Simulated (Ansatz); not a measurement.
hcp Re, treated with PBE-D4 (plane waves, PAW; Ansatz, an electronic-structure program).

Numerical settings: plane-wave cutoff 520 eV, 24×24×12 k mesh (along the axes of the cell as run), Fermi–Dirac smearing 0.05 eV, no spin polarisation, scalar-relativistic PAW data made under PBE.

Cell (relaxed at this level):

```yaml
crystal:
  lattice:
    - [1.37890, -2.38833, 0.00000]
    - [1.37890, 2.38833, 0.00000]
    - [0.00000, 0.00000, 4.45453]
  atoms:
    - { symbol: Re, position: [0.33333, 0.66667, 0.25000] }
    - { symbol: Re, position: [0.66667, 0.33333, 0.75000] }
```

Task: Estimate the bulk modulus B0 and pressure derivative B′ of the bulk modulus that the calculation returns.

Result: 
* **bulk modulus B0**: 384 GPa
* **pressure derivative B′ of the bulk modulus**: 4.4

The run finds no gap.

Measured, for comparison: bulk modulus 369 GPa (zero-point energy and finite temperature contributions removed, our sources range from 369 to 381; as tabulated in doi:10.1021/acs.jctc.3c00612). Computed (rounded) less measured: bulk modulus +4 % (+0.8 % to +4 % over the range).

Note: the bulk modulus comes from volumes at which shape and atoms were relaxed.

Spin–orbit coupling is not included.

Computed values are for the static lattice.

Cost on a shared machine: about 4 core-minutes (a rough figure).
